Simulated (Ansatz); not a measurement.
# CCSD/STO-3G run of BH3Cl− (SMILES [H][B-]([H])([H])Cl)

What is the vertical singlet–triplet gap of BH3Cl− at CCSD/STO-3G? 

Program for the calculation: Ansatz 0.2.0.

6 further runs of the same task are left out: 6 that didn't finish.

### 1 The system as given

BH3Cl−: 5 atoms, total charge -1, spin state singlet. As SMILES, `[H][B-]([H])([H])Cl`. Geometry: relaxed at GFN2-xTB.

Bond lengths: B1–Cl2 1.875 Å, B1–H3 1.207 Å, B1–H4 1.208 Å, B1–H5 1.207 Å. Angles: Cl2–B1–H3 106.7°, Cl2–B1–H4 106.7°, Cl2–B1–H5 106.7°, H3–B1–H4 112.1°, H3–B1–H5 112.2°, H4–B1–H5 112.1°.

### 2 A single-point energy at CCSD/STO-3G

Contents of molecule.yaml:

```yaml
crystal:
  periodic: [false, false, false]
  atoms:
    - {symbol: B, position_ang: [-0.001280, 0.001630, -0.167010]}
    - {symbol: Cl, position_ang: [0.013600, -0.021140, 1.707330]}
    - {symbol: H, position_ang: [1.152300, 0.011380, -0.522240]}
    - {symbol: H, position_ang: [-0.586640, 1.005700, -0.497000]}
    - {symbol: H, position_ang: [-0.577980, -0.997580, -0.521080]}
basis:
  gaussian: {orbitals: STO-3G}
scf: {omitted_lower_state_checks: [cluster_reference, increment]}
accuracy: high
correlation: {method: ccsd, frozen_orbitals: {B: 1, Cl: 5, H: 0}}
total_charge: -1
```

Run with:

```bash
ansatz run molecule.yaml --threads 1 --pin off --max-ram 2610MiB --events-out events.jsonl --progress --plain --runs-dir runs
```

What it wrote (excerpt; [...] marks lines left out):

```text
Warning: RAYON_NUM_THREADS=1 ignored (pool sized by the plan → 1); use --threads N
Functional definition: HF
  name "HF"
[...]
282 factors; integrals over basis functions are off by at most 2.4e-8 eV
[...]
mean field -13079.28042758 eV, -480.6546902588 hartree, gradient 9.7e-8 eV, S^2 0.000000; 0 other end points of the search recorded, 0 dependent functions left out
6 core orbitals not correlated: weight in the atoms' cores, before any rotation towards them, 1.000 or more for the frozen orbitals, at most 0.000 for the correlated occupied ones
reference -13079.28042758 eV, -480.6546902588 hartree; 7, 7 occupied and 4, 4 virtual orbitals, 282 factors
second order -1.21669780 eV of doubles, -0.00000000 eV of singles
cycle   1  -1.53671523 eV  change   -3.2e-1 eV  update   4.3e-2
[...]
cycle  15  -1.70557871 eV  change  -4.1e-10 eV  update  4.3e-10
Total energy: -13080.98600629 eV, -480.7173691203 hartree
Checks for a lower state left out: cluster_reference, increment
```

Wall time 0.35 s (1 thread of Intel Xeon Platinum 8259CL at 2.50GHz (Skylake/Cascade Lake), shared host).

### 3 The triplet, same level

Edit molecule.yaml of step 2 so:

```diff
@@ -9,6 +9,13 @@
 basis:
-  gaussian: {orbitals: STO-3G}
-scf: {omitted_lower_state_checks: [cluster_reference, increment]}
+  gaussian:
+    orbitals: STO-3G
 accuracy: high
-correlation: {method: ccsd, frozen_orbitals: {B: 1, Cl: 5, H: 0}}
+magnetization:
+  spin_polarized: true
+  initial_magnetization: 2
 total_charge: -1
+correlation:
+  method: ccsd
+  frozen_orbitals: {B: 1, Cl: 5, H: 0}
+scf:
+  omitted_lower_state_checks: [cluster_reference, increment]
```

Run with:

```bash
ansatz run molecule.yaml --threads 1 --pin off --max-ram 2610MiB --events-out events.jsonl --progress --plain --runs-dir runs
```

What it wrote (excerpt; [...] marks lines left out):

```text
Warning: RAYON_NUM_THREADS=1 ignored (pool sized by the plan → 1); use --threads N
[... 2 set-up lines as earlier in the session ...]
[...]
282 factors; integrals over basis functions are off by at most 2.4e-8 eV
[...]
mean field -13066.70684650 eV, -480.1926196767 hartree, gradient 1.2e-8 eV, S^2 2.003771; 9 other end points of the search recorded, 0 dependent functions left out
6 core orbitals not correlated: weight in the atoms' cores, before any rotation towards them, 1.000 or more for the frozen orbitals, at most 0.000 for the correlated occupied ones
reference -13066.70684650 eV, -480.1926196767 hartree; 8, 6 occupied and 3, 5 virtual orbitals, 282 factors
second order -1.01356551 eV of doubles, -0.00000000 eV of singles
cycle   1  -1.34106259 eV  change   -3.3e-1 eV  update   4.9e-2
[...]
cycle  53  -1.57383833 eV  change  -1.1e-10 eV  update   1.5e-9
Total energy: -13068.28068482 eV, -480.2504571685 hartree
Checks for a lower state left out: cluster_reference, increment
```

Wall time 1.8 s (1 thread of Intel Xeon Platinum 8259CL at 2.50GHz (Skylake/Cascade Lake), shared host).

### 4 Results

Level: CCSD/STO-3G, 6 core orbitals frozen.

| quantity | value |
| --- | --- |
| singlet: total energy | -480.71737 Eh |
| singlet: correlation energy (6 core orbitals frozen) | -62.7 mEh |
| singlet: T1 diagnostic | 0.005 |
| triplet: total energy | -480.25046 Eh |
| triplet: correlation energy (6 core orbitals frozen) | -57.8 mEh |
| triplet: ⟨S²⟩ of the reference determinant | 2.004 |
| triplet: T1 diagnostic | 0.021 |
| vertical energy of the triplet above the singlet | 12.705 eV |

**Reading.** At this shape the triplet lies 12.71 eV (293 kcal/mol) above the singlet. For an anion a state so high probably lies above electron detachment. In a minimal basis such a difference can be off by several eV, whatever the method.
